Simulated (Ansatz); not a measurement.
# BClH₂O (SMILES OBCl): one structure at several levels

One table from this session's results is given with a row withheld; the runs are named, their logs left out.

Method: single points in def2-TZVPP; program: Ansatz 0.2.0, Gaussian basis.

Cores are frozen in the correlated methods.

## The system as given

5 atoms, charge 0, spin multiplicity 1.

Atoms are counted from 1 here; the program's logs count them from 0.

Bond lengths: O1–B2 1.497 Å, O1–H4 1.167 Å, B2–Cl3 1.760 Å, B2–H5 1.019 Å. Angles: B2–O1–H4 105.9°, O1–B2–Cl3 123.1°, O1–B2–H5 99.9°, Cl3–B2–H5 137.1°.

Geometry (Å):

```xyz
5

O    -0.82230   -0.62180    0.06810
B     0.54850   -0.02070    0.09820
Cl    0.93250    1.53210   -0.63710
H    -1.51090    0.17690   -0.43110
H     1.04400   -0.74190    0.62030
```

The first run:

run/in.yaml

```yaml
crystal:
  periodic: [false, false, false]
  atoms:
    - {symbol: O, position_ang: [-0.822300, -0.621800, 0.068100]}
    - {symbol: B, position_ang: [0.548500, -0.020700, 0.098200]}
    - {symbol: Cl, position_ang: [0.932500, 1.532100, -0.637100]}
    - {symbol: H, position_ang: [-1.510900, 0.176900, -0.431100]}
    - {symbol: H, position_ang: [1.044000, -0.741900, 0.620300]}
basis:
  gaussian: {orbitals: def2-TZVPP}
correlation: {method: ccsd_t}
output: {forces: true}
```

No record of the launch command was kept for these runs.

Among the steps run: CCSD(T)/def2-TZVPP; PBE0-D4/def2-TZVPP; wB97M-V/def2-TZVPP; r2SCAN-D4/def2-TZVPP; PBE-D4/def2-TZVPP; B97M-V/def2-TZVPP; HSE06-D4/def2-TZVPP.

One of the session's tables, all rows but one given; the rest of the session is left out.

```
   method  RMS force component (eV/Å)  angle to CCSD(T) forces (°)  dipole (D)
  CCSD(T)                       3.467                    reference        1.02
  PBE0-D4                       3.566                          1.4        1.05
  wB97M-V                       3.487                          1.9        1.06
r2SCAN-D4                           ?                            ?           ?
   PBE-D4                       3.355                          2.8        1.06
   B97M-V                       3.470                          2.2        1.02
 HSE06-D4                       3.565                          1.4        1.05
```

Estimate the missing values for r2SCAN-D4.

As computed: RMS force component (eV/Å): 3.459; angle to CCSD(T) forces (°): 0.7; dipole (D): 1.03. In the column «RMS force component (eV/Å)» it lies between PBE-D4 (3.355) and CCSD(T) (3.467).
